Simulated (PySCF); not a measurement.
**Working with the constants of SH**

UHF-CCSD(T) constants of SH, ²Π (doublet), unpaired electrons π ↑ (basis H STO-3G, S STO-3G; no relativity; PySCF 2.14; masses 1.0078 and 31.9721 u):

```
ωe              : 2892.4 cm⁻¹
ωexe            : 45.3 cm⁻¹
Be              : 9.1854 cm⁻¹
αe              : 0.217 cm⁻¹
D (centrifugal) : 0.000371 cm⁻¹
```

(1) Give the vibrational terms G(v) and spacings up to v = 6.

Correlated steps freeze 5 core orbitals. STO-3G is very small, so such numbers show the basis as much as the molecule. The state is the lowest determinant that a PBE0 search found; another state may lie lower at other levels.

Answers

(1) G(v) = ωe(v+½) − ωexe(v+½)².

```csv
v,G(v) (cm⁻¹),G(v) − G(v−1),Bv (cm⁻¹)
0,1435,,9.077
1,4237,2802,8.860
2,6948,2711,8.643
3,9568,2621,8.426
4,12098,2530,8.209
5,14538,2439,7.992
6,16887,2349,7.775
```
